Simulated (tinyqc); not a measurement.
Inside a calculation. Method: CCD on RHF in the sto-3g basis, frozen core, for HF, spin multiplicity 1. Computed by tinyqc, a small Python program that keeps every step (integrals from PySCF). Settings: charge = 0, multiplicity = 1, basis = sto-3g, method = RHF, frozen orbitals = 1, energy threshold = 1e-10, iteration cap = 60, orthogonalisation = symmetric, start = core, DIIS depth = 6, amplitude equations = CCD, DIIS depth for amplitudes = 6, cap on updates = 78. Command: `OMP_NUM_THREADS=1 python tinyqc.py 26202 26203 out.jsonl` (the two numbers bound the seeds that draw the settings). One thread of a shared host (Intel(R) Xeon(R) Processor @ 2.60GHz), about 0.07 s of CPU time with the checks. The early iterations of the SCF are left out here.

## One-electron integrals

Geometry (angstrom):
```
atom        x        y        z
F     0.00000  0.00000  0.00000
H     0.00000  0.00000  0.79300
```

Basis sto-3g: exponents (1/bohr^2) and contraction coefficients of normalised primitives:
```
element  l (shell)   exponent  coefficient
F            s (1)  166.67913      0.15433
F            s (1)   30.36081      0.53533
F            s (1)    8.21682      0.44463
F            s (2)    6.46480     -0.09997
F            s (2)    1.50228      0.39951
F            s (2)    0.48859      0.70012
F            p (3)    6.46480      0.15592
F            p (3)    1.50228      0.60768
F            p (3)    0.48859      0.39196
H            s (1)    3.42525      0.15433
H            s (1)    0.62391      0.53533
H            s (1)    0.16886      0.44463
```

Overlap, kinetic and nuclear-attraction integrals over the contracted functions; the nuclear repulsion is the sum of Za Zb / Rab.

nuclear repulsion = 6.0057943 hartree

overlap S:
```
          1F 1s    1F 2s   1F 2px   1F 2py   1F 2pz    2H 1s
1F 1s   1.00000  0.23799  0.00000  0.00000  0.00000  0.06609
1F 2s   0.23799  1.00000  0.00000  0.00000  0.00000  0.53588
1F 2px  0.00000  0.00000  1.00000  0.00000  0.00000  0.00000
1F 2py  0.00000  0.00000  0.00000  1.00000  0.00000  0.00000
1F 2pz  0.00000  0.00000  0.00000  0.00000  1.00000  0.38793
2H 1s   0.06609  0.53588  0.00000  0.00000  0.38793  1.00000
```

kinetic energy T (hartree):
```
           1F 1s     1F 2s   1F 2px   1F 2py   1F 2pz    2H 1s
1F 1s   36.98458  -0.21286  0.00000  0.00000  0.00000  0.01228
1F 2s   -0.21286   1.03800  0.00000  0.00000  0.00000  0.20652
1F 2px   0.00000   0.00000  3.24801  0.00000  0.00000  0.00000
1F 2py   0.00000   0.00000  0.00000  3.24801  0.00000  0.00000
1F 2pz   0.00000   0.00000  0.00000  0.00000  3.24801  0.38353
2H 1s    0.01228   0.20652  0.00000  0.00000  0.38353  0.76003
```

nuclear attraction V (hartree):
```
            1F 1s      1F 2s     1F 2px     1F 2py     1F 2pz     2H 1s
1F 1s   -77.67689   -9.33562    0.00000    0.00000   -0.02013  -2.68355
1F 2s    -9.33562  -12.19582    0.00000    0.00000   -0.22893  -5.27604
1F 2px    0.00000    0.00000  -12.04900    0.00000    0.00000   0.00000
1F 2py    0.00000    0.00000    0.00000  -12.04900    0.00000   0.00000
1F 2pz   -0.02013   -0.22893    0.00000    0.00000  -12.21130  -3.45046
2H 1s    -2.68355   -5.27604    0.00000    0.00000   -3.45046  -6.81723
```

core Hamiltonian H = T + V (hartree):
```
            1F 1s      1F 2s    1F 2px    1F 2py    1F 2pz     2H 1s
1F 1s   -40.69231   -9.54848   0.00000   0.00000  -0.02013  -2.67127
1F 2s    -9.54848  -11.15782   0.00000   0.00000  -0.22893  -5.06952
1F 2px    0.00000    0.00000  -8.80099   0.00000   0.00000   0.00000
1F 2py    0.00000    0.00000   0.00000  -8.80099   0.00000   0.00000
1F 2pz   -0.02013   -0.22893   0.00000   0.00000  -8.96329  -3.06693
2H 1s    -2.67127   -5.06952   0.00000   0.00000  -3.06693  -6.05720
```

## Two-electron integrals

Functions are numbered as in S; the eight-fold symmetry (ij|kl) = (ji|kl) = (kl|ij) leaves the list below.

Two-electron integrals (ij|kl) in chemists' order, unique and non-zero (hartree):
```
(11|11) 5.40350   (21|11) 0.84192   (21|21) 0.15630   (22|11) 1.26803
(22|21) 0.29234   (22|22) 0.92617   (31|31) 0.02800   (32|31) 0.04317
(32|32) 0.20459   (33|11) 1.26450   (33|21) 0.29240   (33|22) 0.92596
(33|33) 0.99751   (41|41) 0.02800   (42|41) 0.04317   (42|42) 0.20459
(43|43) 0.05377   (44|11) 1.26450   (44|21) 0.29240   (44|22) 0.92596
(44|33) 0.88997   (44|44) 0.99751   (51|51) 0.02800   (52|51) 0.04317
(52|52) 0.20459   (53|53) 0.05377   (54|54) 0.05377   (55|11) 1.26450
(55|21) 0.29240   (55|22) 0.92596   (55|33) 0.88997   (55|44) 0.88997
(55|55) 0.99751   (61|11) 0.23854   (61|21) 0.04383   (61|22) 0.08121
(61|33) 0.08110   (61|44) 0.08110   (61|51) 0.00172   (61|52) 0.00320
(61|55) 0.08145   (61|61) 0.01241   (62|11) 0.52665   (62|21) 0.12272
(62|22) 0.42495   (62|33) 0.41934   (62|44) 0.41934   (62|51) 0.00810
(62|52) 0.05974   (62|55) 0.43577   (62|61) 0.03474   (62|62) 0.22745
(63|31) 0.01376   (63|32) 0.07803   (63|53) 0.01295   (63|63) 0.03620
(64|41) 0.01376   (64|42) 0.07803   (64|54) 0.01295   (64|64) 0.03620
(65|11) 0.32232   (65|21) 0.07618   (65|22) 0.28277   (65|33) 0.27013
(65|44) 0.27013   (65|51) 0.01831   (65|52) 0.11702   (65|55) 0.30774
(65|61) 0.02260   (65|62) 0.18547   (65|65) 0.18693   (66|11) 0.61989
(66|21) 0.14676   (66|22) 0.57825   (66|33) 0.55798   (66|44) 0.55798
(66|51) 0.01400   (66|52) 0.13780   (66|55) 0.61815   (66|61) 0.04193
(66|62) 0.37006   (66|65) 0.35076   (66|66) 0.77461
```

## Orthogonalisation

S = U s U^T; symmetric (Loewdin) form X = U s^(-1/2) U^T, so that X^T S X = 1.

eigenvalues of S: 0.32551  0.84718  1.00000  1.00000  1.11631  1.71099

X:
```
           1F 1s     1F 2s   1F 2px   1F 2py    1F 2pz     2H 1s
1F 1s    1.02365  -0.13772  0.00000  0.00000  -0.01012   0.02649
1F 2s   -0.13772   1.19143  0.00000  0.00000   0.12021  -0.38938
1F 2px   0.00000   0.00000  1.00000  0.00000   0.00000   0.00000
1F 2py   0.00000   0.00000  0.00000  1.00000   0.00000   0.00000
1F 2pz  -0.01012   0.12021  0.00000  0.00000   1.08537  -0.27739
2H 1s    0.02649  -0.38938  0.00000  0.00000  -0.27739   1.24970
```

## Iteration 7 (converged): orbitals

converged F (hartree):
```
            1F 1s     1F 2s    1F 2px    1F 2py    1F 2pz     2H 1s
1F 1s   -25.88076  -6.62358   0.00000   0.00000  -0.02981  -1.86335
1F 2s    -6.62358  -3.07511   0.00000   0.00000  -0.15831  -1.42851
1F 2px    0.00000   0.00000  -0.47107   0.00000   0.00000   0.00000
1F 2py    0.00000   0.00000   0.00000  -0.47107   0.00000   0.00000
1F 2pz   -0.02981  -0.15831   0.00000   0.00000  -0.46376  -0.64369
2H 1s    -1.86335  -1.42851   0.00000   0.00000  -0.64369  -0.81874
```

Diagonalise F' = X^T F X, C = X C', fill 5 alpha and 5 beta electrons from the bottom; D = 2 C_occ C_occ^T. Each column has its largest component positive (the first on a tie).

F' = X^T F X (hartree):
```
           1         2         3         4         5         6
1  -25.40103  -3.41751   0.00000   0.00000  -0.05319  -0.34046
2   -3.41751  -1.67170   0.00000   0.00000   0.11554  -0.74067
3    0.00000   0.00000  -0.47107   0.00000   0.00000   0.00000
4    0.00000   0.00000   0.00000  -0.47107   0.00000   0.00000
5   -0.05319   0.11554   0.00000   0.00000  -0.20855  -0.65589
6   -0.34046  -0.74067   0.00000   0.00000  -0.65589   0.01729
```

orbital energies (hartree): MO1 -25.89100, MO2 -1.52102, MO3 -0.61978, MO4 -0.47107, MO5 -0.47107, MO6 0.76780

coefficients C:
```
             MO1       MO2       MO3      MO4       MO5       MO6
1F 1s    0.99451  -0.24391   0.09586  0.00000   0.00000   0.09948
1F 2s    0.02428   0.89709  -0.51003  0.00000   0.00000  -0.73420
1F 2px   0.00000   0.00000   0.00000  0.96746  -0.25304   0.00000
1F 2py   0.00000   0.00000   0.00000  0.25304   0.96746   0.00000
1F 2pz   0.00411   0.13666   0.72065  0.00000   0.00000  -0.85528
2H 1s   -0.00756   0.18177   0.47195  0.00000   0.00000   1.23902
```

D after iteration 7:
```
           1F 1s     1F 2s   1F 2px   1F 2py    1F 2pz     2H 1s
1F 1s    2.11548  -0.48711  0.00000  0.00000   0.07967  -0.01323
1F 2s   -0.48711   2.13098  0.00000  0.00000  -0.48971  -0.15567
1F 2px   0.00000   0.00000  2.00000  0.00000   0.00000   0.00000
1F 2py   0.00000   0.00000  0.00000  2.00000   0.00000   0.00000
1F 2pz   0.07967  -0.48971  0.00000  0.00000   1.07605   0.72984
2H 1s   -0.01323  -0.15567  0.00000  0.00000   0.72984   0.51167
```

Within a degenerate level the vectors are fixed only up to a rotation; this is one choice.

## Convergence

Stop when the energy changes by less than 1e-10 hartree and every element of the error matrix X^T (F D S - S D F) X is below 3e-06.

Course of the cycle:
```
iteration  E (hartree)     change  largest element of the error matrix
1          -97.7286845          -                             8.90e-01
2          -98.5059900  -7.77e-01                             2.03e-01
3          -98.5248460  -1.89e-02                             8.82e-03
4          -98.5248835  -3.76e-05                             6.36e-04
5          -98.5248840  -4.20e-07                             2.45e-05
6          -98.5248840  -2.53e-10                             9.76e-08
7          -98.5248840   1.42e-14                             1.20e-11
```

PySCF RHF in the same basis = -98.5248840 hartree

Converged in 7 iterations.

## Integrals over molecular orbitals

(pq|rs) = sum C_ip C_jq C_kr C_ls (ij|kl), one index at a time.

one-electron integrals over orbitals h = C^T H C (hartree):
```
           1         2         3         4         5         6
1  -40.67324   0.68970  -0.26163   0.00000   0.00000  -0.27298
2    0.68970  -9.21285   0.50155   0.00000   0.00000   1.41014
3   -0.26163   0.50155  -8.06867   0.00000   0.00000   1.61137
4    0.00000   0.00000   0.00000  -8.80099   0.00000   0.00000
5    0.00000   0.00000   0.00000   0.00000  -8.80099   0.00000
6   -0.27298   1.41014   1.61137   0.00000   0.00000  -6.09719
```

Two-electron integrals over orbitals (pq|rs), unique and non-zero (hartree); the lowest 1 orbital is frozen and left out:
```
(22|22) 0.86432    (32|22) 0.01256    (32|32) 0.15654    (33|22) 0.77793
(33|32) -0.07310   (33|33) 0.83704    (42|42) 0.17449    (43|42) -0.04979
(43|43) 0.05773    (44|22) 0.87049    (44|32) -0.07265   (44|33) 0.79958
(44|44) 0.99751    (52|52) 0.17449    (53|52) -0.04979   (53|53) 0.05773
(54|54) 0.05377    (55|22) 0.87049    (55|32) -0.07265   (55|33) 0.79958
(55|44) 0.88997    (55|55) 0.99751    (62|22) -0.14741   (62|32) -0.02505
(62|33) -0.05791   (62|44) -0.14962   (62|55) -0.14962   (62|62) 0.10363
(63|22) -0.12165   (63|32) 0.08735    (63|33) -0.13961   (63|44) -0.16358
(63|55) -0.16358   (63|62) 0.06355    (63|63) 0.13995    (64|42) -0.04939
(64|43) -0.00805   (64|64) 0.03316    (65|52) -0.04939   (65|53) -0.00805
(65|65) 0.03316    (66|22) 0.70706    (66|32) 0.08256    (66|33) 0.66551
(66|44) 0.66109    (66|55) 0.66109    (66|62) -0.07099   (66|63) -0.00816
(66|66) 0.72105
```

## CCD: starting amplitudes

t_ij^ab = <ij||ab> / (e_i + e_j - e_a - e_b), whose energy is MP2.

Starting amplitudes (spin orbitals 1a, 1b, ...; amplitudes related by a flip of all spins are not repeated):
```
from      to         t
3a 3b  6a 6b  -0.05043
2a 2b  6a 6b  -0.02264
2a 3b  6a 6b  -0.01729
4a 4b  6a 6b  -0.01338
5a 5b  6a 6b  -0.01338
```

correlation energy = -0.0124883 hartree

## CCD: amplitude update 1

t_ij^ab D_ij^ab are set to the remaining terms of the spin-orbital equations, evaluated with the old amplitudes; for the doubles these are <ij||ab> + 1/2 <ab||ef> t_ij^ef + 1/2 <mn||ij> t_mn^ab + P(ij)P(ab) <mb||ej> t_im^ae + terms in t^2, D the orbital-energy denominators.

Amplitudes after update 1 (spin orbitals 1a, 1b, ...; amplitudes related by a flip of all spins are not repeated):
```
from      to         t
3a 3b  6a 6b  -0.06552
2a 2b  6a 6b  -0.02563
2a 3b  6a 6b  -0.02451
5a 5b  6a 6b  -0.01559
4a 4b  6a 6b  -0.01559
```

correlation energy = -0.0159745 hartree

## CCD: amplitude update 2

As before.

Amplitudes after update 2 (spin orbitals 1a, 1b, ...; amplitudes related by a flip of all spins are not repeated):
```
from      to         t
3a 3b  6a 6b  -0.07050
2a 3b  6a 6b  -0.02698
2a 2b  6a 6b  -0.02587
5a 5b  6a 6b  -0.01601
4a 4b  6a 6b  -0.01601
```

correlation energy = -0.0170374 hartree

## CCD: convergence

E_corr = 1/4 sum <ij||ab> t_ij^ab; stop when the norm of the change is below 1e-8.

Course of the amplitude iterations:
```
update  correlation energy (hartree)  norm of the change
0                         -0.0124883                   -
1                         -0.0159745            3.75e-02
2                         -0.0170374            1.22e-02
3                         -0.0175478            4.10e-03
4                         -0.0175453            1.13e-04
5                         -0.0175453            6.69e-06
6                         -0.0175453            6.82e-07
7                         -0.0175453            7.73e-08
8                         -0.0175453            2.00e-08
9                         -0.0175453            1.26e-11
```

Converged amplitudes (spin orbitals 1a, 1b, ...; amplitudes related by a flip of all spins are not repeated):
```
from      to         t
3a 3b  6a 6b  -0.07309
2a 3b  6a 6b  -0.02817
2a 2b  6a 6b  -0.02573
5a 5b  6a 6b  -0.01613
4a 4b  6a 6b  -0.01613
```

CCD total energy = -98.5424292 hartree

Converged in 9 updates, with DIIS from the third.
